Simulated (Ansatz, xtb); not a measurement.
# Two isomers of C3H6FN

Structure I is `N[C@@H]1C[C@H]1F`, a singlet and structure II is `N[C@@H]1C[C@@H]1F`, a singlet. Both are isolated molecules in the gas phase, relaxed with PBE-D3(BJ)/def2-SVP; the shapes shown needn't be the lowest conformers.

I (Å):

```json
{"atom": "C", "x (Å)": "0.9874", "y (Å)": "0.3884", "z (Å)": "0.6617"}
{"atom": "C", "x (Å)": "0.5139", "y (Å)": "-1.0713", "z (Å)": "0.7783"}
{"atom": "C", "x (Å)": "1.8256", "y (Å)": "-0.6267", "z (Å)": "1.3654"}
{"atom": "F", "x (Å)": "2.9898", "y (Å)": "-1.0554", "z (Å)": "0.7817"}
{"atom": "N", "x (Å)": "0.4266", "y (Å)": "1.5030", "z (Å)": "1.3748"}
{"atom": "H", "x (Å)": "-0.4937", "y (Å)": "1.7443", "z (Å)": "0.9832"}
{"atom": "H", "x (Å)": "0.2562", "y (Å)": "1.2545", "z (Å)": "2.3570"}
{"atom": "H", "x (Å)": "1.3693", "y (Å)": "0.6525", "z (Å)": "-0.3406"}
{"atom": "H", "x (Å)": "0.5579", "y (Å)": "-1.6916", "z (Å)": "-0.1310"}
{"atom": "H", "x (Å)": "-0.3055", "y (Å)": "-1.3129", "z (Å)": "1.4751"}
{"atom": "H", "x (Å)": "1.9213", "y (Å)": "-0.5614", "z (Å)": "2.4661"}
```

II (Å):

```xyz
11

C     0.6514    0.5299    1.2328
C     1.6389   -0.4722    1.8543
C     0.2728   -0.9138    1.4199
F     0.1919   -1.6776    0.2755
N     0.7720    1.0226   -0.1083
H     0.7568    0.2337   -0.7665
H     1.6637    1.5140   -0.2432
H     0.1852    1.2397    1.9423
H     2.4693   -0.7965    1.2066
H     1.8697   -0.4261    2.9307
H    -0.4957   -1.2076    2.1553
```

Quicker runs give these differences E(II) − E(I): GFN2-xTB +3.75 kJ/mol; HF/STO-3G +1.10 kJ/mol (at GFN2-xTB geometries); r2SCAN-D4/def2-SVP −3.01 kJ/mol (at GFN2-xTB geometries).

Problem. Estimate E(II) − E(I) at the level CCSD(T)/def2-SVP + ΔMP2/def2-TZVPP.

Solution. CCSD(T)/def2-SVP + ΔMP2/def2-TZVPP gives E(II) − E(I) = −0.86 kJ/mol, slightly favouring structure II, which is too small a margin to settle the true order.

Level by level:

```json
{"level": "GFN2-xTB", "geometry": "GFN2-xTB", "E(II) − E(I) (kJ/mol)": "+3.75", "departure from the last row (kJ/mol)": "+4.61", "job, with rough time for the two": "optimisation, 0.11 s"}
{"level": "HF/STO-3G", "geometry": "GFN2-xTB", "E(II) − E(I) (kJ/mol)": "+1.10", "departure from the last row (kJ/mol)": "+1.97", "job, with rough time for the two": "single point, 0.28 s"}
{"level": "r2SCAN-D4/def2-SVP", "geometry": "GFN2-xTB", "E(II) − E(I) (kJ/mol)": "−3.01", "departure from the last row (kJ/mol)": "−2.15", "job, with rough time for the two": "single point, 3.9 s"}
{"level": "PBE-D3(BJ)/def2-SVP", "geometry": "PBE-D3(BJ)/def2-SVP", "E(II) − E(I) (kJ/mol)": "−3.16", "departure from the last row (kJ/mol)": "−2.29", "job, with rough time for the two": "optimisation, 22 s"}
{"level": "HF/def2-SVP", "geometry": "PBE-D3(BJ)/def2-SVP", "E(II) − E(I) (kJ/mol)": "−1.46", "departure from the last row (kJ/mol)": "−0.59", "job, with rough time for the two": "part of the CCSD(T) run"}
{"level": "MP2/def2-SVP", "geometry": "PBE-D3(BJ)/def2-SVP", "E(II) − E(I) (kJ/mol)": "−2.82", "departure from the last row (kJ/mol)": "−1.96", "job, with rough time for the two": "part of the CCSD(T) run"}
{"level": "CCSD(T)/def2-SVP", "geometry": "PBE-D3(BJ)/def2-SVP", "E(II) − E(I) (kJ/mol)": "−2.94", "departure from the last row (kJ/mol)": "−2.08", "job, with rough time for the two": "single point"}
{"level": "CCSD(T)/def2-SVP + ΔMP2/def2-TZVPP", "geometry": "PBE-D3(BJ)/def2-SVP", "E(II) − E(I) (kJ/mol)": "−0.86", "departure from the last row (kJ/mol)": "", "job, with rough time for the two": "single point, 34 s"}
```

As drawn, both hold the same kinds of bond in the same numbers.

The largest departure from CCSD(T)/def2-SVP + ΔMP2/def2-TZVPP is that of GFN2-xTB, 4.61 kJ/mol. The last row adds to CCSD(T) the change of the MP2 difference between the two basis sets, here +2.08 kJ/mol.

With harmonic frequencies from PBE-D3(BJ)/def2-SVP (ideal gas, rigid rotor, one conformer each, 298.15 K, 1 atm): the zero-point term adds +0.93 kJ/mol; ΔH is −0.32 and ΔG +0.63 kJ/mol.

The correlated steps freeze 5 core orbitals. Programs: Ansatz 0.2.0, xtb 6.7.1; the last row on 2 threads of Arm Neoverse V1 on a shared host.
